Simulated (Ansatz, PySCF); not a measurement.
Complex: C2H4 (SMILES C=C) (first 6 atoms) with C2H4 (SMILES C=C); geometry from A24 set.
(charge 0, multiplicity 1):
```xyz
12

H     -0.924     1.232    -1.750
H      0.924     1.232    -1.750
H      0.924    -1.232    -1.750
H     -0.924    -1.232    -1.750
C      0.000     0.667    -1.750
C      0.000    -0.667    -1.750
H     -0.924     1.232     1.750
H      0.924     1.232     1.750
H      0.924    -1.232     1.750
H     -0.924    -1.232     1.750
C      0.000     0.667     1.750
C      0.000    -0.667     1.750
```

Basis-set superposition error: the interaction energy with monomers in their own basis, and in the dimer's basis (counterpoise).

Programs: Ansatz (Gaussian orbitals); PySCF for 6-31G* rows, M06-2X. Values without a source in brackets are computed.

```tsv
level	uncorrected (kcal/mol)	counterpoise (kcal/mol)	difference
HF/6-31G*	2.78	4.02	1.24
SVWN5/def2-TZVPPD	0.18	0.33	0.15
M06-2X/def2-TZVPPD	1.06	1.17	0.10
wB97X-V/def2-TZVPPD	1.02	1.12	0.09
wB97M-V/def2-TZVPPD	0.96	1.09	0.13
B2PLYP/def2-TZVPPD	1.90	2.13	0.23
MP2/6-31G*	0.86	2.24	1.38
MP2/aug-cc-pVDZ	0.14	1.04	0.90
CCSD/aug-cc-pVDZ	0.73	1.57	0.84
CCSD(T)/aug-cc-pVDZ	0.31	1.24	0.93
```

The error is largest for MP2/6-31G* (1.38 kcal/mol) and smallest for wB97X-V/def2-TZVPPD (0.09 kcal/mol).

Ansatz is an electronic-structure program.
